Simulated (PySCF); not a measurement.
**Gas-phase XPS of `CC/C=N\C`, computed**

Species: C₄H₉N.
SMILES with atom numbers: `[CH3:1][CH2:2]/[CH:3]=[N:4]\[CH3:5]`

Method: PySCF 2.14.0, delta-SCF UKS SCAN, pcX-2 on the ionised atom, pcseg-1 elsewhere, spin-free X2C. Each binding energy is the total energy of the core-ionised species, with the hole localised on one atom, minus that of the ground state; both are solved self-consistently, so orbital relaxation is included.

Task: List the computed XPS lines with their assignment.

Result: 
```
atom(s)                 bonded to  level  binding energy (eV)  above the level's lowest (eV)  count
     C1                 C and 3 H   C 1s               290.84                           0.00      1
     C2               2 C and 2 H   C 1s               290.86                          +0.02      1
     C5                 N and 3 H   C 1s               291.28                          +0.44      1
     C3  N (double bond), C and H   C 1s               291.42                          +0.58      1
     N4     C (double bond) and C   N 1s               404.36                           0.00      1
```

The listed C 1s values span 0.58 eV, from C1 (bonded to C and 3 H) to C3 (bonded to N (double bond), C and H). Summing the Pauling electronegativity differences to the bonded atoms, each weighted by its formal bond order, gives -1.05 for the lowest site and +0.63 for the highest; no listed site has a larger sum than the highest. The values 290.84 and 290.86 eV lie too close for their order to be trusted.

Task: Which effective nuclear charge Zeff reproduces each element's mean 1s value in the hydrogen-like formula E = 13.606 eV × Zeff²?

Result: C (Z = 6): mean 291.1 eV, Zeff = 4.63, Z − Zeff = 1.37; N (Z = 7): mean 404.4 eV, Zeff = 5.45, Z − Zeff = 1.55. Means run over the listed sites, weighted by atom count.

Isolated species at its PBE0-D3(BJ)/def2-SVP geometry (one conformer only).

Conformer computed: `[CH3:1][CH2:2]/[CH:3]=[N:4]\[CH3:5]`: C1–C2–C3–N4 -127°.
